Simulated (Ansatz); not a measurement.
# LiMgH (singlet): from Hartree-Fock to the top rungs at distance Li1–Mg2 = 6.039 Å, cc-pVTZ

An exercise on one series of results from a longer session: the logs are not shown, and one member is left open.

Computed with Ansatz 0.2.0, Gaussian basis. Level: cc-pVTZ, core rule «outside noble gas», up to 6 orbitals frozen.

Plan: UHF; CCSD(T) on RHF; CCSD(T) on UHF; BCCD(T) on RHF; CCSDT(Q) on RHF; CCSDT(Q) on UHF; Full CI.

39 further runs of the same task are left out: 22 for a known fault of the program, 9 that didn't finish, 8 set aside as unsound or not needed. Runs told in other sessions of the task aren't counted.

### The geometry

The geometry derives from a PBE0/def2-TZVP stationary point (not a proven minimum). One bond is set to the value named and the two fragments are kept rigid.

3 atoms, charge 0, spin multiplicity 1.

Atoms are counted from 1 here; the program's logs count them from 0.

Bond lengths: Mg2–H3 1.746 Å.

Set-up of the first run:

in.yaml

```yaml
crystal:
  periodic: [false, false, false]
  atoms:
    - {symbol: Li, position_ang: [0.000000, 0.000000, 4.608100]}
    - {symbol: Mg, position_ang: [0.000000, 0.000000, -1.430900]}
    - {symbol: H, position_ang: [0.000000, 0.000000, -3.177200]}
basis:
  gaussian: {orbitals: cc-pVTZ}
magnetization: {spin_polarized: true, initial_magnetization: 0}
hamiltonian: {xc: hf}
output: {orbitals: {seedname: orbitals}}
```

Run with:

```
> ansatz run in.yaml --threads 1 --pin off --events-out ev --progress --plain --max-ram 2393MiB
```

Among the steps run: UHF; CCSD(T) on RHF; CCSD(T) on UHF; BCCD(T) on RHF; CCSDT(Q) on RHF; CCSDT(Q) on UHF; Full CI.

One of the session's tables, all rows but one given; the rest of the session is left out.

```
   method  from FCI (meV)
      RHF         +2693.0
      UHF         +1165.2
     RMP2          +995.4
     UMP2          +320.3
    RCCSD          +125.2
    UCCSD           +36.1
 RCCSD(T)            -4.6
 UCCSD(T)               ?
  BCCD(T)            +0.1
   RCCSDT            +2.7
   UCCSDT            +7.3
RCCSDT(Q)             0.0
UCCSDT(Q)            +3.8
      FCI               0
```

**Question.** Estimate the row for UCCSD(T).

The run gave: from FCI (meV): +21.8. In the column «from FCI (meV)» it lies between UCCSDT (+7.3) and UCCSD (+36.1).

The program flags RCCSD(T), BCCD(T), RCCSDT(Q) as in doubt (see the logs), so those rows may rest on another solution.

To keep in mind: The report flags that the cluster equations may have other roots. The determinant of CCSD(T) (⟨S²⟩ 1.00) is far from a pure spin state, so its energy mixes those of several spin states; high orders of coupled cluster remove much of that, low ones don't. The determinant of CCSDT(Q) (⟨S²⟩ 1.00) is far from a pure spin state, so its energy mixes those of several spin states; high orders of coupled cluster remove much of that, low ones don't. The program flags RCCSD(T), BCCD(T), RCCSDT(Q) as in doubt, so those rows may rest on another solution. RCCSD(T) falls below full CI, which methods that aren't variational can do. Restricted and unrestricted rows rest on different reference determinants; a gap between their highest levels can come from leftover correlation error, from unlike frozen cores or from another state.
